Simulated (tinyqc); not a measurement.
Inside a calculation. Method: FCI on RHF in the sto-3g basis, frozen core, for HF, spin multiplicity 1. One step of it, computed by the program tinyqc.

Problem. FCI: determinants and Hamiltonian. Slater-Condon rules over spin orbitals, with the nuclear repulsion and the energy of the frozen orbital added and E(HF) subtracted on the diagonal. Only determinants linked to the reference directly or through others are kept (one block of an abelian symmetry group), so some states are absent.

one-electron integrals dressed by the frozen orbital, h + 2 (pq|11) - (p1|1q) (hartree):
```
           2          3          4          5          6
2  -6.759653   0.285850   0.000000   0.000000   0.565478
3   0.285850  -5.232509   0.000000   0.000000   1.347142
4   0.000000   0.000000  -6.144091   0.000000   0.000000
5   0.000000   0.000000   0.000000  -6.144091   0.000000
6   0.565478   1.347142   0.000000   0.000000  -4.357790
```

energy of the frozen orbital, 2 h_11 + (11|11) = -75.58101927 hartree

Two-electron integrals over orbitals (pq|rs), unique and non-zero (hartree); the lowest 1 orbital is frozen and left out:
```
(22|22) 0.865925    (32|22) -0.041374   (32|32) 0.143717    (33|22) 0.713427
(33|32) -0.023294   (33|33) 0.702513    (42|42) 0.187054    (43|42) -0.032827
(43|43) 0.038766    (44|22) 0.889990    (44|32) -0.071709   (44|33) 0.701987
(44|44) 0.997514    (52|52) 0.187054    (53|52) -0.032827   (53|53) 0.038766
(54|54) 0.053770    (55|22) 0.889990    (55|32) -0.071709   (55|33) 0.701987
(55|44) 0.889973    (55|55) 0.997514    (62|22) -0.100010   (62|32) -0.068224
(62|33) -0.025396   (62|44) -0.098280   (62|55) -0.098280   (62|62) 0.092378
(63|22) -0.215334   (63|32) 0.087515    (63|33) -0.102305   (63|44) -0.230729
(63|55) -0.230729   (63|62) 0.043604    (63|63) 0.214870    (64|42) -0.032979
(64|43) -0.020261   (64|64) 0.029822    (65|52) -0.032979   (65|53) -0.020261
(65|65) 0.029822    (66|22) 0.652670    (66|32) 0.053775    (66|33) 0.658118
(66|44) 0.633692    (66|55) 0.633692    (66|62) -0.058555   (66|63) -0.022379
(66|66) 0.689526
```

nuclear repulsion = 4.18505703 hartree

Hartree-Fock energy = -98.54203156 hartree

Give: determinants; H - E(HF) between determinants.

Solution.

Occupation strings over the orbitals (2 doubly, a alpha, b beta, 0 empty; spin orbitals ordered 1a 1b 2a 2b ...): 222220 22a22b 2a222b 22b22a 2b222a 222202 222022 220222 2ab222 2ba222 202222

H - E(HF) between determinants (hartree):
```
         222220   22a22b   2a222b   22b22a   2b222a   222202   222022   220222
222220   0.0000   0.0000   0.0000   0.0000   0.0000   0.0298   0.0298   0.2149
22a22b   0.0000   0.5049  -0.0102  -0.2149  -0.0436   0.0203   0.0203   0.0799
2a222b   0.0000  -0.0102   1.2961  -0.0436  -0.0924   0.0330   0.0330  -0.0875
22b22a   0.0000  -0.2149  -0.0436   0.5049  -0.0102  -0.0203  -0.0203  -0.0799
2b222a   0.0000  -0.0436  -0.0924  -0.0102   1.2961  -0.0330  -0.0330   0.0875
222202   0.0298   0.0203   0.0330  -0.0203  -0.0330   0.9998   0.0538   0.0388
222022   0.0298   0.0203   0.0330  -0.0203  -0.0330   0.0538   0.9998   0.0388
220222   0.2149   0.0799  -0.0875  -0.0799   0.0875   0.0388   0.0388   1.0855
2ab222  -0.0436   0.0875  -0.1930  -0.0332   0.0682   0.0328   0.0328   0.0872
2ba222   0.0436  -0.0332   0.0682   0.0875  -0.1930  -0.0328  -0.0328  -0.0872
202222   0.0924   0.0682   0.0415  -0.0682  -0.0415   0.1871   0.1871   0.1437

         2ab222   2ba222   202222
222220  -0.0436   0.0436   0.0924
22a22b   0.0875  -0.0332   0.0682
2a222b  -0.1930   0.0682   0.0415
22b22a  -0.0332   0.0875  -0.0682
2b222a   0.0682  -0.1930  -0.0415
222202   0.0328  -0.0328   0.1871
222022   0.0328  -0.0328   0.1871
220222   0.0872  -0.0872   0.1437
2ab222   1.8931  -0.1437   0.1053
2ba222  -0.1437   1.8931  -0.1053
202222   0.1053  -0.1053   2.8423
```
